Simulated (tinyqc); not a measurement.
Inside a calculation. Method: Hueckel theory of the pi electrons with the omega technique, for the molecule C=CC=C[CH2+] (SMILES; centres numbered as the heavy atoms are written). Computed by tinyqc, a small Python program that keeps every step. Settings: charge = 1, omega = 0.6, damping = 0. Command: `OMP_NUM_THREADS=1 python tinyqc.py 24624 24625 out.jsonl` (the two numbers bound the seeds that draw the settings). One thread of a shared host (Intel(R) Xeon(R) Processor @ 2.60GHz), about 0.01 s of CPU time with the checks.

## The Hueckel matrix

Centres:
```
centre  z_r, pi electrons of the neutral centre         h
1C                                            1  0.000000
2C                                            1  0.000000
3C                                            1  0.000000
4C                                            1  0.000000
5C                                            1  0.000000
```

Bonds:
```
i  j  k
1  2  1
2  3  1
3  4  1
4  5  1
```

H_rr = alpha + h_r beta, H_rs = k_rs beta for bonded centres.

Hueckel matrix in units of beta (H = alpha + beta A):
```
          1C        2C        3C        4C        5C
1C  0.000000  1.000000  0.000000  0.000000  0.000000
2C  1.000000  0.000000  1.000000  0.000000  0.000000
3C  0.000000  1.000000  0.000000  1.000000  0.000000
4C  0.000000  0.000000  1.000000  0.000000  1.000000
5C  0.000000  0.000000  0.000000  1.000000  0.000000
```

## Orbitals, round 1

pi electrons, sum of z_r less the charge = 4

Diagonalise; E = alpha + x beta with beta < 0, so the largest x are filled first; degenerate levels share their electrons. P = sum n_i c_ri c_si; each orbital has its largest coefficient positive (the first on a tie).

x values: 1.732051  1.000000  0.000000  -1.000000  -1.732051

occupations: 2.000000  2.000000  0.000000  0.000000  0.000000

coefficients:
```
         MO1        MO2        MO3        MO4        MO5
1C  0.288675   0.500000   0.577350   0.500000   0.288675
2C  0.500000   0.500000   0.000000  -0.500000  -0.500000
3C  0.577350   0.000000  -0.577350   0.000000   0.577350
4C  0.500000  -0.500000   0.000000   0.500000  -0.500000
5C  0.288675  -0.500000   0.577350  -0.500000   0.288675
```

charge and bond-order matrix P:
```
           1C         2C        3C         4C         5C
1C   0.666667   0.788675  0.333333  -0.211325  -0.333333
2C   0.788675   1.000000  0.577350   0.000000  -0.211325
3C   0.333333   0.577350  0.666667   0.577350   0.333333
4C  -0.211325   0.000000  0.577350   1.000000   0.788675
5C  -0.333333  -0.211325  0.333333   0.788675   0.666667
```

## Omega technique, round 1

h_r = h_r(0) + omega q_r, omega = 0.6, with q_r = z_r - P_rr.

matrix after round 1:
```
          1C        2C        3C        4C        5C
1C  0.200000  1.000000  0.000000  0.000000  0.000000
2C  1.000000  0.000000  1.000000  0.000000  0.000000
3C  0.000000  1.000000  0.200000  1.000000  0.000000
4C  0.000000  0.000000  1.000000  0.000000  1.000000
5C  0.000000  0.000000  0.000000  1.000000  0.200000
```

## Orbitals, round 2

As before.

x values: 1.834935  1.104988  0.200000  -0.904988  -1.634935

occupations: 2.000000  2.000000  0.000000  0.000000  0.000000

coefficients:
```
         MO1        MO2        MO3        MO4        MO5
1C  0.296878   0.524286   0.577350  -0.474472   0.280232
2C  0.485376   0.474472   0.000000   0.524286  -0.514208
3C  0.593756   0.000000  -0.577350   0.000000   0.560464
4C  0.485376  -0.474472   0.000000  -0.524286  -0.514208
5C  0.296878  -0.524286   0.577350   0.474472   0.280232
```

charge and bond-order matrix P:
```
           1C         2C        3C         4C         5C
1C   0.726025   0.785714  0.352546  -0.209323  -0.373479
2C   0.785714   0.921429  0.576390   0.020932  -0.209323
3C   0.352546   0.576390  0.705093   0.576390   0.352546
4C  -0.209323   0.020932  0.576390   0.921429   0.785714
5C  -0.373479  -0.209323  0.352546   0.785714   0.726025
```

## Omega technique, round 2

As before.

matrix after round 2:
```
          1C        2C        3C        4C        5C
1C  0.164385  1.000000  0.000000  0.000000  0.000000
2C  1.000000  0.047143  1.000000  0.000000  0.000000
3C  0.000000  1.000000  0.176944  1.000000  0.000000
4C  0.000000  0.000000  1.000000  0.047143  1.000000
5C  0.000000  0.000000  0.000000  1.000000  0.164385
```

## Convergence

Each round sets h_r = h_r(0) + omega (z_r - P_rr), keeping the share named as damping of the old diagonal; repeat until output and input diagonals agree to 1e-6.

Rounds:
```
round   sum n x  largest |h(out) - h(in)|
1      5.464102                  2.00e-01
2      5.879845                  4.71e-02
3      5.901262                  1.87e-02
4      5.892194                  7.52e-03
5      5.895732                  3.05e-03
6      5.894285                  1.24e-03
7      5.894872                  5.10e-04
8      5.894631                  2.11e-04
9      5.894730                  8.84e-05
10     5.894689                  3.69e-05
11     5.894706                  1.54e-05
12     5.894699                  6.44e-06
13     5.894702                  2.68e-06
14     5.894700                  1.12e-06
15     5.894701                  4.66e-07
```

Converged in 15 rounds.

## Energy, charges, bond orders

final x values: 1.840359  1.106991  0.177473  -0.898002  -1.626822

occupations: 2.000000  2.000000  0.000000  0.000000  0.000000

final P:
```
           1C         2C        3C         4C         5C
1C   0.707999   0.786385  0.346889  -0.211125  -0.362530
2C   0.786385   0.943685  0.577626   0.014214  -0.211125
3C   0.346889   0.577626  0.696632   0.577626   0.346889
4C  -0.211125   0.014214  0.577626   0.943685   0.786385
5C  -0.362530  -0.211125  0.346889   0.786385   0.707999
```

E = sum n x; q_r = z_r - P_rr; bond order p = P_rs; free valence = sqrt(3) - sum of p over the bonds of the atom.

pi energy = 4 alpha + this times beta = 5.894701

pi charges: 1C 0.292001, 2C 0.056315, 3C 0.303368, 4C 0.056315, 5C 0.292001

Bond orders and lengths from R = 1.517 - 0.180 p (angstrom, C-C alone):
```
bond         p         R
1-2   0.786385  1.375451
2-3   0.577626  1.413027
3-4   0.577626  1.413027
4-5   0.786385  1.375451
```

free valence of the carbons: 1C 0.945666, 2C 0.368040, 3C 0.576799, 4C 0.368040, 5C 0.945666

gap between the highest filled and the next level = 0.929518 |beta|
